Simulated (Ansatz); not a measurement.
Abridged output of a molecular run in Ansatz:

```
Functional definition: HF
1391 factors; integrals over basis functions are off by at most 1.5e-3 eV
mean field evaluation 1: about -6331.1524 eV, gradient 3.4e1 eV
mean field evaluation 2: about -6331.1620 eV, gradient 3.4e1 eV
mean field evaluation 4: about -6334.8249 eV, gradient 3.3e0 eV
mean field evaluation 8: about -6334.8614 eV, gradient 1.3e-4 eV
mean field -6334.86137105 eV, -232.8018614627 hartree, gradient 2.6e-6 eV, S^2 0.000000; 0 other end points of the search recorded, 0 dependent functions left out
6 core orbitals not correlated: weight in the atoms' cores, before any rotation towards them, 1.000 or more for the frozen orbitals, at most 0.000 for the correlated occupied ones
reference -6334.86137105 eV, -232.8018614627 hartree; 17, 17 occupied and 111, 111 virtual orbitals, 1391 factors
second order -22.63446882 eV of doubles, -0.00000000 eV of singles
cycle   1  -23.58173834 eV  change   -9.5e-1 eV  update   1.0e-1
cycle   2  -24.23575936 eV  change   -6.5e-1 eV  update   3.2e-2
cycle   3  -24.36341136 eV  change   -1.3e-1 eV  update   1.3e-2
cycle   4  -24.37114307 eV  change   -7.7e-3 eV  update   4.1e-3
cycle   5  -24.37357904 eV  change   -2.4e-3 eV  update   1.4e-3
cycle   6  -24.37368066 eV  change   -1.0e-4 eV  update   4.1e-4
cycle   7  -24.37375375 eV  change   -7.3e-5 eV  update   1.0e-4
cycle   8  -24.37378171 eV  change   -2.8e-5 eV  update   3.1e-5
perturbative correction -0.85592876 eV, -0.0314548019 hartree
Total energy: -6360.09108152 eV, -233.7290362212 hartree
```

Its atoms:

Cartesian coordinates in Å:
```
C -1.9840 0.5177 -1.6365
C -1.0754 0.2807 -0.8876
C 0.0311 -0.0081 0.0254
C -0.4822 0.0396 1.4679
C 1.1302 1.0411 -0.1687
C 0.5856 -1.4026 -0.2817
H -2.7889 0.7277 -2.3000
H 0.3366 -0.1749 2.1600
H -1.2704 -0.6989 1.6252
H -0.8861 1.0256 1.7049
H 1.5063 1.0258 -1.1933
H 1.9629 0.8352 0.5091
H 0.7529 2.0436 0.0414
H 0.9528 -1.4582 -1.3081
H 1.4137 -1.6295 0.3952
H -0.1850 -2.1649 -0.1532
```

Question: Which basis set was used?
A. cc-pV(T+d)Z
B. def2-TZVPPD
C. def2-SVPD
D. def2-SVP

Answer: D. It gives 134 functions.

Question: Write the keys of the input that set method, charge and spin (a neutral closed shell needs none for the last two).

Answer: 
```yaml
correlation: {method: ccsd_t}
```
